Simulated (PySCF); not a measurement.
Gas-phase reaction: 2 Si₂H₅ + 2 Cl = SiHCl₂ + 3 SiH₃

Method: PySCF energies plus ideal-gas RRHO corrections (1 bar). † marks an energy on the PBE0/def2-TZVP geometry and frequencies; other levels use their own. MP2 freezes the core. 6-31G* has spherical d functions here. Open shells (unrestricted): Si₂H₅ (multiplicity 2), Cl (multiplicity 2), SiHCl₂ (multiplicity 2), SiH₃ (multiplicity 2). Spin-orbit splitting is ignored; it lowers the true energy and changes the entropy of Cl. B3LYP is the form with VWN-RPA correlation. Si₂H₅, SiHCl₂: computed as isolated molecules; such fragments, hydroxides, amides, oligomers or adducts are transient or little studied in the gas. MP2 isn't extrapolated to the basis-set limit.

| level | ΔH°(298 K), kJ |
|---|---|
| B3LYP/6-31G* | ___ |
| B3LYP/def2-TZVP† | ___ |
| HF/def2-TZVP† | -210 |
| M06-2X/def2-TZVP† | -287 |
| MP2/def2-SVP† | -246 |
| PBE/def2-SVP | -266 |
| LDA/def2-TZVP† | ___ |

Task: What belongs in the gaps?

Result: 
- B3LYP/6-31G*, ΔH°(298 K), kJ: -232
- B3LYP/def2-TZVP†, ΔH°(298 K), kJ: -261
- LDA/def2-TZVP†, ΔH°(298 K), kJ: -314
